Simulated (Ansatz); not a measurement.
A calculation with Ansatz (development build ahead of 0.2.0).

```yaml
crystal:
  periodic: [false, false, false]
  atoms:
    - { symbol: O, position_ang: [0.03074, 0.01964, 0.04028] }
    - { symbol: H, position_ang: [0.89611, 0.01105, -0.21225] }
    - { symbol: H, position_ang: [-0.46611, 0.86279, -0.21695] }
    - { symbol: H, position_ang: [-0.44271, -0.80882, -0.23875] }
basis:
  gaussian: { orbitals: STO-3G }
total_charge: 1
hamiltonian:
  xc: hf
```

The input is written out in the form of the current development build from the run's settings.

Output:

| Property | Result |
| --- | --- |
| Converged | yes |
| Total energy | -75.31873 hartree |
| Spin squared of the determinant | 0.000 |
